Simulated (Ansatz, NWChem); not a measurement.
**NWChem → Ansatz**

This NWChem 7.3.0 job computes doublet [P2H4]+:

h4p2.nw:
```
start h4p2
title "H4P2 energy"
memory total 2200 mb
charge 1

geometry units angstroms noautosym nocenter noautoz
   P     0.365100   -1.048800   -0.082300
   P    -0.365200    1.049100    0.078100
   H    -0.497000   -1.521600    0.945000
   H    -0.572100   -1.392900   -1.094900
   H     0.502800    1.524600   -0.942900
   H     0.566400    1.389600    1.097000
end

basis spherical bse
   * library STO-3G
end

scf
   doublet
   uhf
   thresh 1e-08
   maxiter 80
   noprint "final vectors analysis"
end

task scf energy
```

```bash
$ nwchem h4p2.nw > h4p2.out
```

The coordinates come from a PBE0-D4/def2-TZVP relaxation. This is one conformer, not always the lowest. That shape belongs to the parent species and isn't relaxed for this state.

It gives a total energy of -675.925347 Eh.

Q: How is this level of theory, on these atoms, set up in Ansatz 0.2.0 as an input file of the program's own?

A: For example:

run.yaml:
```yaml
basis:
  gaussian:
    orbitals: STO-3G
crystal:
  periodic: [false, false, false]
  atoms:
    - {symbol: P, position_ang: [0.365100, -1.048800, -0.082300]}
    - {symbol: P, position_ang: [-0.365200, 1.049100, 0.078100]}
    - {symbol: H, position_ang: [-0.497000, -1.521600, 0.945000]}
    - {symbol: H, position_ang: [-0.572100, -1.392900, -1.094900]}
    - {symbol: H, position_ang: [0.502800, 1.524600, -0.942900]}
    - {symbol: H, position_ang: [0.566400, 1.389600, 1.097000]}
total_charge: 1
magnetization:
  spin_polarized: true
  initial_magnetization: 1
hamiltonian:
  xc: hf
accuracy: high
output:
  orbitals: {seedname: orbitals}
```

```bash
$ ansatz run run.yaml --threads 1 --pin off --max-ram 3480MiB --events-out events.jsonl --progress --plain --runs-dir runs
```

Its energy is -675.925347 Eh, 0.000 mEh from the first.
